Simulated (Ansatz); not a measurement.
The input, for Ansatz 0.2.0:

```yaml
crystal:
  periodic: [false, false, false]
  atoms:
    - {symbol: Al, position_ang: [0.000000, 0.000000, 0.527635]}
    - {symbol: C, position_ang: [0.000000, 0.000000, -1.397228]}
    - {symbol: H, position_ang: [0.000000, 1.398998, 1.262610]}
    - {symbol: H, position_ang: [0.000000, -1.398998, 1.262610]}
basis:
  gaussian: {orbitals: cc-pVDZ}
magnetization: {spin_polarized: true, initial_magnetization: 3}
correlation: {method: ccsdt_q, electrons: outside_noble_gas}
```

```sh
$ ansatz run in.yaml --threads 1 --pin off --events-out ev --progress --plain --max-ram 2393MiB
```

Problem. Roughly how long does this take on 1 thread of Intel Xeon, shared host, and how much host memory?

Solution. 24 s wall and 0.22 GiB.

```
782 factors; integrals over basis functions are off by at most 2.2e-7 eV
mean field evaluation 1: about -7639.9701 eV, gradient 8.2e0 eV
mean field evaluation 2: about -7639.9726 eV, gradient 8.2e0 eV
mean field evaluation 4: about -7641.1568 eV, gradient 1.5e0 eV
mean field evaluation 8: about -7641.2409 eV, gradient 4.0e-3 eV
mean field evaluation 16: about -7641.2361 eV, gradient 2.9e-1 eV
mean field -7641.24092928 eV, -280.8104247320 hartree, gradient 1.9e-6 eV, S^2 3.754439; 0 other end points of the search recorded, 0 dependent functions left out
6 core orbitals not correlated: weight in the atoms' cores, before any rotation towards them, 1.000 or more for the frozen orbitals, at most 0.000 for the correlated occupied ones
reference -7641.24092928 eV, -280.8104247320 hartree; 6, 3 occupied and 30, 33 virtual orbitals, 782 factors
second order -3.33556892 eV of doubles, -0.00000000 eV of singles
cycle   1  -3.98559136 eV  change   -6.5e-1 eV  update   6.6e-2
cycle   2  -4.30136387 eV  change   -3.2e-1 eV  update   3.1e-2
cycle   3  -4.34956212 eV  change   -4.8e-2 eV  update   1.6e-2
cycle   4  -4.36594853 eV  change   -1.6e-2 eV  update   8.8e-3
cycle   5  -4.36476836 eV  change    1.2e-3 eV  update   2.8e-3
cycle   6  -4.36424961 eV  change    5.2e-4 eV  update   1.3e-3
cycle   7  -4.36506191 eV  change   -8.1e-4 eV  update   6.2e-4
cycle   8  -4.36534574 eV  change   -2.8e-4 eV  update   2.9e-4
cycle   9  -4.36521411 eV  change    1.3e-4 eV  update   1.3e-4
cycle  10  -4.36518182 eV  change    3.2e-5 eV  update   4.7e-5
cycle  11  -4.36520487 eV  change   -2.3e-5 eV  update   2.1e-5
cycle  12  -4.36521128 eV  change   -6.4e-6 eV  update   8.7e-6
cycle  13  -4.36521545 eV  change   -4.2e-6 eV  update   3.8e-6
cycle  14  -4.36521242 eV  change    3.0e-6 eV  update   1.8e-6
cycle  15  -4.36521072 eV  change    1.7e-6 eV  update   8.5e-7
cycle  16  -4.36521024 eV  change    4.8e-7 eV  update   4.1e-7
perturbative correction -0.00415382 eV, -0.0001526499 hartree
Total energy: -7645.61029334 eV, -280.9709958993 hartree
```
